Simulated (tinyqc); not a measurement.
CID on RHF in the sto-3g basis, frozen core, for LiH, spin multiplicity 1, step by step. One step of it, computed by the program tinyqc.

Task: CID: roots. Diagonalise (each vector has its largest component positive (the first on a tie)); all determinants have Ms = 0, so triplets appear too. The lowest singlet root is the correlation energy.

Occupation strings over the orbitals (2 doubly, a alpha, b beta, 0 empty; spin orbitals ordered 1a 1b 2a 2b ...): 220000 202000 20a00b 200200 200020 20b00a 200002

H - E(HF) between determinants (hartree), lower triangle:
```
           220000     202000     20a00b    200200    200020     20b00a    200002
220000   0.000000
202000   0.011297   0.705668
20a00b  -0.032456   0.104962   0.779177
200200   0.024632   0.041406  -0.013902  0.671698
200020   0.024632   0.041406  -0.013902  0.016869  0.671698
20b00a   0.032456  -0.104962  -0.026316  0.013902  0.013902   0.779177
200002   0.122207   0.026316   0.025894  0.019004  0.019004  -0.025894  1.164120
```

Give: lowest roots of this matrix, relative to E(HF); lowest vectors; <S^2> of these roots; weight of the ground state by excitation level 0, 1, 2, ....

Result:

lowest roots of this matrix, relative to E(HF) (hartree): -0.017  0.566  0.655  0.722  0.753  0.907  1.185

lowest vectors:
```
        root 1  root 2  root 3  root 4
220000   0.992   0.029   0.000   0.056
202000  -0.021   0.725   0.000   0.364
20a00b   0.044  -0.354   0.000  -0.210
200200  -0.029  -0.333   0.707   0.621
200020  -0.029  -0.333  -0.707   0.621
20b00a  -0.044   0.354   0.000   0.210
200002  -0.103   0.014   0.000  -0.066
```

<S^2> of these roots: 0.000  0.000  0.000  0.000  2.000  0.000  0.000

weight of the ground state by excitation level 0, 1, 2, ...: 0.983  0.000  0.017
